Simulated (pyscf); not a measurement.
Thermochemistry of product channels of `[OH][Si]([OH])([F])[F]` + `[H]` [doublet] on the doublet surface, in eV, from ωB97M-D3(BJ)/def2-TZVP energies (ideal gas, 1 atm, RRHO with modes under 100 cm⁻¹ raised to 100, one conformer, R ln 2 for chiral ones without a mode under 150 cm⁻¹). Optimised with ωB97X-D3(BJ)/def2-SVP in PySCF.

```csv
products,ΔE,ΔH(298 K),ΔG(600 K),ΔG(900 K)
`[O][Si]([OH])([F])[F]` [doublet] + `[H][H]`,+0.86,+0.83,+0.73,+0.68
`[OH][Si]([OH])[F]` [doublet] + `[FH]`,+1.23,+1.38,+1.12,+1.02
```

These are energies of the channels, which say nothing of barriers.
